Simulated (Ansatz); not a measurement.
```yaml
crystal:
  periodic: [false, false, false]
  atoms:
    - {symbol: V, position_ang: [0.010114, 0.000322, -0.337753]}
    - {symbol: O, position_ang: [-0.024583, 1.248606, 0.538634]}
    - {symbol: O, position_ang: [-0.007620, -1.249632, 0.536759]}
basis:
  gaussian: {orbitals: def2-TZVP}
magnetization: {spin_polarized: true, initial_magnetization: 1}
hamiltonian: {xc: pbe0}
relax: {f_tol: 0.004, max_steps: 80}
```

```sh
$ ansatz run in.yaml --threads 1 --pin off --events-out ev --progress --plain --max-ram 2176MiB
```

Steps of the relaxation (energy above the last step; positions in Å, forces in eV/Å):

```
3
step 1, 299.1 meV
V     0.010    0.000   -0.338    0.141    0.004   -4.703
O    -0.025    1.249    0.539   -0.094    3.522    2.354
O    -0.008   -1.250    0.537   -0.046   -3.526    2.349
```

```
3
step 2, 73.8 meV
V     0.011    0.000   -0.351    0.045    0.001   -1.507
O    -0.025    1.282    0.545   -0.033    1.493    0.754
O    -0.008   -1.283    0.543   -0.012   -1.495    0.752
```

```
3
step 3, 14.4 meV
V     0.010    0.000   -0.349   -0.008    0.000    0.262
O    -0.025    1.318    0.544    0.003    0.206   -0.131
O    -0.007   -1.319    0.542    0.005   -0.206   -0.131
```

```
3
step 4, 4.9 meV
V     0.010    0.000   -0.333    0.001    0.000   -0.032
O    -0.025    1.334    0.536   -0.002    0.224    0.016
O    -0.007   -1.335    0.534    0.001   -0.224    0.016
```

```
3
step 5, 0.0 meV
V     0.009    0.000   -0.315    0.000    0.000    0.001
O    -0.025    1.359    0.527    0.000   -0.007   -0.001
O    -0.007   -1.360    0.525    0.000    0.007   -0.001
```

```
3
step 6, 0.0 meV
V     0.009    0.000   -0.315    0.000    0.000    0.000
O    -0.025    1.358    0.527    0.000    0.000    0.000
O    -0.007   -1.359    0.525    0.000    0.000    0.000
```

Close pairs at the end: V1–O3 1.598 Å, V1–O2 1.598 Å.

A stationary point of unrestricted PBE0 after 6 steps, with ⟨S²⟩ = 0.768 against 0.75 for a pure state; no frequencies were run, so it isn't proven a minimum. 92 s on 1 thread of AMD EPYC 7R43, shared host.
